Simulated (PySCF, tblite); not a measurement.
# C₃H₆Cl radical: geometry, infrared bands and EPR parameters

What infrared bands and EPR parameters should C₃H₆Cl radical (`[CH2]CCCl`) show?

Programs: tblite 0.8.0 and PySCF 2.14.0, with density-fitted response routines of our own. Each step states its level of theory. These are calculated values for one molecule in the gas phase, unless marked as measured. Atoms count from 0, in the outputs and in this text.

**1. Starting geometry**

10 atoms, charge 0, multiplicity 2; geometry from: force field or distance geometry start.

Bonds of the start (Å): C0–C1 1.48, C1–C2 1.54, C2–Cl3 1.77, C0–H4 1.08, C0–H5 1.10, C1–H6 1.10, C1–H7 1.08, C2–H8 1.10, C2–H9 1.10.

**2. Relaxing the molecule with GFN2-xTB**

The job: settings as JSON, then the geometry in Å.

```
{"job": {"kind": "relax", "xc": "GFN2-xTB", "basis": "xTB"}, "charge": 0, "multiplicity": 2}
C     -1.361300     0.498600     0.063700
C     -0.258600    -0.440100    -0.252000
C      1.107300     0.082300     0.225500
Cl     2.389400    -1.068600    -0.172600
H     -1.254300     1.566400    -0.085400
H     -2.372800     0.112500     0.236000
H     -0.464400    -1.399900     0.242600
H     -0.233000    -0.621200    -1.318900
H      1.350400     1.027800    -0.270500
H      1.106200     0.246900     1.309100
```

Run with:

```sh
OMP_NUM_THREADS=1 python probes_run.py task.json out
```

The driver reads the jobs from task.json and runs them one after another.

The program printed:

```text
step      E/eV     max force
  0    -379.32171    0.979
  1    -379.34661    0.310
  2    -379.35147    0.179
  3    -379.35302    0.125
  4    -379.35413    0.092
  5    -379.35504    0.089
  6    -379.35582    0.102
  7    -379.35639    0.073
  8    -379.35687    0.066
  9    -379.35738    0.055
 10    -379.35786    0.058
 11    -379.35820    0.046
 12    -379.35840    0.050
 13    -379.35856    0.043
 14    -379.35873    0.045
 15    -379.35891    0.041
 16    -379.35906    0.042
 17    -379.35920    0.038
 18    -379.35933    0.035
 19    -379.35943    0.034
 20    -379.35950    0.023
 21    -379.35956    0.019
 22    -379.35959    0.015
 23    -379.35961    0.015
 24    -379.35962    0.011
 25    -379.35963    0.007
```

It took 0.09 s on 1 thread of Arm Neoverse V1, shared host.

Along the way:

| step | energy from step 0 (eV) | largest force (eV/Å) |
| --- | --- | --- |
| 0 | 0.0000 | 0.9791 |
| 1 | -0.0249 | 0.3102 |
| 2 | -0.0298 | 0.1790 |
| 3 | -0.0313 | 0.1253 |
| 4 | -0.0324 | 0.0918 |
| 5 | -0.0333 | 0.0886 |
| 6 | -0.0341 | 0.1024 |
| 7 | -0.0347 | 0.0732 |
| 8 | -0.0352 | 0.0658 |
| 9 | -0.0357 | 0.0548 |
| 10 | -0.0362 | 0.0581 |
| 11 | -0.0365 | 0.0459 |
| 12 | -0.0367 | 0.0497 |
| 13 | -0.0369 | 0.0432 |
| 14 | -0.0370 | 0.0447 |
| 15 | -0.0372 | 0.0411 |
| 16 | -0.0374 | 0.0419 |
| 17 | -0.0375 | 0.0384 |
| 18 | -0.0376 | 0.0352 |
| 19 | -0.0377 | 0.0339 |
| 20 | -0.0378 | 0.0228 |
| 21 | -0.0378 | 0.0188 |
| 22 | -0.0379 | 0.0149 |
| 23 | -0.0379 | 0.0151 |
| 24 | -0.0379 | 0.0110 |
| 25 | -0.0379 | 0.0071 |

Close pairs (by a distance rule), those that changed most:

| bond | before (Å) | after (Å) | change (Å) |
| --- | --- | --- | --- |
| C0–H5 | 1.096 | 1.071 | -0.025 |
| C1–H7 | 1.082 | 1.103 | +0.020 |
| C2–Cl3 | 1.768 | 1.785 | +0.017 |
| C1–C2 | 1.538 | 1.526 | -0.012 |
| C0–H4 | 1.083 | 1.072 | -0.011 |
| C0–C1 | 1.482 | 1.473 | -0.010 |
| C2–H9 | 1.096 | 1.090 | -0.006 |
| C1–H6 | 1.099 | 1.093 | -0.006 |

The final coordinates are the input of the step that follows.

**3. Harmonic vibrations with GFN2-xTB**

The job: settings as JSON, then the geometry in Å.

```
{"job": {"kind": "ir", "xc": "GFN2-xTB", "basis": "xTB"}, "charge": 0, "multiplicity": 2}
C     -1.364198     0.496715     0.033638
C     -0.272084    -0.451036    -0.244983
C      1.074544     0.096743     0.219430
Cl     2.389650    -1.046885    -0.165567
H     -1.199041     1.552929    -0.045928
H     -2.350704     0.143531     0.254926
H     -0.469901    -1.412705     0.235206
H     -0.198609    -0.651170    -1.326713
H      1.312510     1.034529    -0.281800
H      1.086716     0.242003     1.299264
```

The program printed:

```text
mode    cm-1     km/mol
  1      15.2      1.49
  2     105.3      2.20
  3     233.7      2.57
  4     356.9      4.19
  5     449.6     50.88
  6     729.3      5.84
  7     758.6      6.22
  8     880.9      1.63
  9     989.6      0.28
 10    1066.5      0.06
 11    1124.0      1.43
 12    1139.7      4.55
 13    1219.3      1.70
 14    1232.3     17.76
 15    1309.4     14.84
 16    1396.6      1.90
 17    1439.5      0.89
 18    1447.2      5.64
 19    2822.1     14.22
 20    2967.2     11.00
 21    2986.0      6.38
 22    2987.4      9.94
 23    3144.0     16.23
 24    3189.1     25.39
```

Wall time 0.15 s (1 thread of Arm Neoverse V1, shared host).

Which atoms move in the most intense modes:

| cm⁻¹ | km/mol | atoms |
| --- | --- | --- |
| 450 | 50.9 | H4 39 %, H5 29 %, C0 26 % |
| 1232 | 17.8 | H9 56 %, H6 14 % |
| 1309 | 14.8 | H6 43 %, C1 25 % |
| 2822 | 14.2 | H7 92 % |
| 2967 | 11.0 | H6 85 % |
| 2987 | 9.9 | H8 82 % |
| 3144 | 16.2 | H4 59 %, H5 37 % |
| 3189 | 25.4 | H5 56 %, H4 33 %, C0 10 % |

**4. EPR parameters: B3LYP/pcH-1**

Same as in step 3 but for these lines:

```diff
@@ -1,2 +1,2 @@
-{"job": {"kind": "ir", "xc": "GFN2-xTB", "basis": "xTB"}, "charge": 0, "multiplicity": 2}
+{"job": {"kind": "epr", "basis": "pcH-1"}, "charge": 0, "multiplicity": 2}
 C     -1.364198     0.496715     0.033638
```

Level: UKS B3LYP, pcH-1 on C Cl H, non-relativistic, mean-field spin-orbit, GIAO.

The program printed:

```text
UKS, coarse grid
  cycle   1  E = -578.06165481  |g| = 2.26e-01
  cycle   2  E = -578.06591243  |g| = 1.99e-01
  cycle   3  E = -578.08532994  |g| = 3.91e-02
  cycle   4  E = -578.08590610  |g| = 1.43e-02
  cycle   5  E = -578.08600251  |g| = 4.22e-03
  cycle   6  E = -578.08601060  |g| = 2.25e-03
  cycle   7  E = -578.08601341  |g| = 6.36e-04
UKS, final grid
  cycle   1  E = -578.08598532  |g| = 7.01e-04
  cycle   2  E = -578.08598513  |g| = 9.54e-04
  cycle   3  E = -578.08598555  |g| = 7.56e-05
  cycle   4  E = -578.08598556  |g| = 4.04e-05
  cycle   5  E = -578.08598556  |g| = 1.23e-05
E = -578.08598556 Eh   <S^2> = 0.7536 (exact 0.7500)
g shifts (ppm)      1          2          3
  rmc          -136       -136       -136
  gc              7         36         22
  oz_so          43        604        907
  total         -86        504        793
hyperfine (MHz)  atom isotope    a_iso     a_fc   dipolar eigenvalues
    0   13C      88.65      88.77    -81.61    -80.92    162.54
    1   13C     -33.55     -33.56     -2.54      0.48      2.05
    2   13C      40.93      40.93     -2.23     -1.56      3.79
    3  35Cl      -0.25      -0.28     -1.43     -1.25      2.69
    4    1H     -62.76     -62.77    -39.50     -0.10     39.60
    5    1H     -64.53     -64.54    -39.50     -0.18     39.68
    6    1H      32.44      32.44     -4.98     -4.36      9.34
    7    1H     159.11     159.11     -6.17     -2.84      9.01
    8    1H      -2.07      -2.07     -2.98     -2.84      5.82
    9    1H      -2.63      -2.63     -4.42     -2.33      6.75
```

Wall time 21 s (1 thread of Arm Neoverse V1, shared host); peak memory 0.59 GiB.

Principal g values 2.00223, 2.00282, 2.00311; g(iso) = 2.00272, against 2.00232 for a free electron.

Mean a(iso) over the nuclei that a row names, and the largest dipolar term of the row (other rows stand at the frozen geometry):

| nuclei | isotope | a(iso) (MHz) | a(iso) (G, at g = 2.0023) | largest dipolar term (MHz) |
| --- | --- | --- | --- | --- |
| H6, H7 | 1H | 95.8 | 34.2 | 9.3 |
| C0 | 13C | 88.7 | 31.6 | 162.5 |
| H4, H5 | 1H | -63.6 | -22.7 | 39.7 |
| C2 | 13C | 40.9 | 14.6 | 3.8 |
| C1 | 13C | -33.6 | -12.0 | -2.5 |
| H8, H9 | 1H | -2.3 | -0.8 | 6.7 |
| Cl3 | 35Cl | -0.2 | -0.1 | 2.7 |

Mulliken spin populations:

| atom | value (e) |
| --- | --- |
| C0 | 1.08 |
| C1 | -0.09 |
| C2 | 0.02 |
| Cl3 | 0.01 |
| H4 | -0.04 |
| H5 | -0.05 |
| H6 | 0.01 |
| H7 | 0.06 |
| H8 | 0.00 |
| H9 | 0.00 |

In first order the couplings over 0.8 MHz of 1H give 27 distinct lines over 115.5 G, if the averaged nuclei exchange fast.

Orbitals, density, ELF and potential are computed afterwards from the orbital file.

ELF in a plane through or near 5 of the atoms.

Ten even steps from '0' (0.00) to '9' (0.99):
```
0000000000000000000000000000
0000000000000000000000000000
0000000000000000000000000000
0000000000000000012000000000
0000000001221000267400000000
0000000003674100799830000000
0000010006887201999940000000
0002443116896301899820000000
0014777635415413646632000000
0015898778438857662888410000
0015883248769737914999720000
0014775627446281766999730000
0002675387204545312688410000
0001468886103676200122000000
0000136774102454100000000000
0000012331000111000000000000
0000001110000000000000000000
0000000000000000000000000000
0000000000000000000000000000
0000000000000000000000000000
```
The map spans 10.3 Å across and 7.9 Å up, centred on the molecule. Atoms in the plane (x, y in Å): C0 (1.4, 0.2), C1 (0.2, -0.5), C2 (-1.0, 0.4), Cl3 (-2.6, -0.5), H4 (1.5, 1.2).

On the surface of density 0.002 e/bohr³ the electrostatic potential runs, from the 1st to the 99th percentile, from -0.74 V near Cl3 to 1.01 V near H8.

The spin density lies nearest to C0 64 %; H4, H5 about 10 % each; H7 7 %.

**5. What came out**

| quantity | value |
| --- | --- |
| strongest single infrared mode (GFN2-xTB) | 450 cm⁻¹, 51 km/mol |
| zero-point energy (GFN2-xTB) | 48.6 kcal/mol |
| g(iso) (B3LYP) | 2.00272 |
| ⟨S²⟩ | 0.754 (exact 0.75) |
| largest a(iso) (averaged by class) | 1H on H6, H7, 95.8 MHz |
| surface potential, 1st and 99th percentile | -0.74 V and 1.01 V |

Over 25 steps the energy fell by 0.038 eV; of the close pairs, C0–H5 changed most, 1.096 to 1.071 Å. No mode is imaginary among the 24: a minimum at this level. The strongest single mode, at 450 cm⁻¹, has its largest shares on H4, H5 and C0 (the list is cut at 3 atoms). GFN2-xTB is a fitted tight-binding method: band positions and strengths are rough. Its intensities can rank the bands wrongly. C0 carries the largest spin population, 1.08 e. The isotropic g lies 0.4 ppt above the free-electron value.
